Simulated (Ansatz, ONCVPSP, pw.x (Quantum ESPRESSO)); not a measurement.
## germanium (Ge) (diamond): variants of one ONCV potential in the solid

- Element: germanium
- Generator: ONCVPSP 4.0.1.1 (patched build)
- Type: optimised norm-conserving Vanderbilt (ONCV)
- Functional: LDA (Perdew-Wang 92)
- Relativity: scalar-relativistic
- Frozen core: [Ar] 3d10
- Valence charge: 4
- Reference configuration: 4s1.5 4p2.5
- Partial waves: 4s: rc 1.85 bohr, ncon 4, nbas 7, qcut 4.3 1/bohr, local; 4p: rc 2.25 bohr, ncon 4, nbas 8, qcut 3.9 1/bohr, 1 projector; d scattering state at 0.03 Ha: rc 2.25 bohr, ncon 5, nbas 9, qcut 4.6 1/bohr, 2 projectors, debl 3.7 Ha
- Local potential: the s channel
- Core correction: Teter function, fcfact 4.5, rcfact 1.25

Crystal test: diamond Ge in pw.x 7.5, no spin, 8³ k-points, Fermi–Dirac smearing 0.01 Ry, cutoffs set for each file from its atomic test. The reference is all-electron LAPW (Ansatz 0.2.0) with the same functional, mesh and smearing; V0 and B0 come from Birch–Murnaghan fits to the pressures at five volumes. Errors are pseudo minus all-electron; Δ is the rms difference of the E(V) curves that follow from these fits, minima aligned, over ±6 % about the mean V0. Mesh and smearing are coarse, so the numbers serve the comparison and aren't converged zero-temperature values; the lattice is a test structure that the element need not adopt.

All-electron: a0 = 5.625 Å (V0 = 22.24 Å³/atom), B0 = 69.8 GPa.

A dash in a converged row means that the minimum lies outside the volumes sampled.

```csv
change,cutoffs (Ry),pw.x,a0 (Å),a0 error (%),B0 error (%),Δ (meV/atom),mean pressure error (GPa)
base,60/240,converged,5.606,-0.33,+3.3,3.4,-0.69
"core correction Teter function, fcfact 4.5, rcfact 1.04",60/240,converged,5.589,-0.64,+4.3,6.6,-1.34
"core correction Teter function, fcfact 4.5, rcfact 1.24",60/240,converged,5.605,-0.35,+3.3,3.6,-0.74
"core correction Teter function, fcfact 4.5, rcfact 1.46",60/240,converged,5.648,+0.42,-1.2,4.3,+0.90
"core correction Teter function, fcfact 4.5, rcfact 1.74",60/240,converged,–,–,–,–,+3.80
```

(1) Give the row for: core correction Teter function, fcfact 4.5, rcfact 1.96.

Results:

(1) pw.x: converged; mean pressure error (GPa): +4.13.
